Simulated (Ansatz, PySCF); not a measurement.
Reaction (SMILES): C#C (C2H2) -> C#C (C2H2) as doublet, charge +1 + e-
Structures are relaxed separately at B3LYP-D3(BJ)/def2-TZVP in Ansatz (a program for electronic structure).
Geometry of the first species:
SMILES: C#C
```xyz
4

C      0.0000     0.0000    -0.5984
C      0.0000     0.0000     0.5984
H      0.0000     0.0000     1.6611
H      0.0000     0.0000    -1.6611
```

Quantity: adiabatic ionisation energy (0 K, with B3LYP-D3(BJ) harmonic zero-point energies from PySCF), in eV. Cores are frozen in the correlated levels unless marked. Open shells are spin-unrestricted. Spin-orbit coupling is left out. No relativistic terms. CBS marks a two-point X^-3 extrapolation of the correlation energy; Hartree-Fock from the larger set.

CCSD(T)/CBS(def2-TZVPPD,def2-QZVPPD) (Ansatz) gives 11.38 eV.

Another calculation gave 11.24 eV. Which level was it?
A) CAM-B3LYP/def2-TZVPD (Ansatz)
B) B97M-V/def2-TZVPD (Ansatz)
C) SVWN5/def2-TZVPD (Ansatz)
D) BHLYP/def2-TZVPD (Ansatz)

A, CAM-B3LYP/def2-TZVPD (Ansatz). The others give 11.10 (B97M-V), 11.58 (SVWN5), 10.98 (BHLYP) eV.
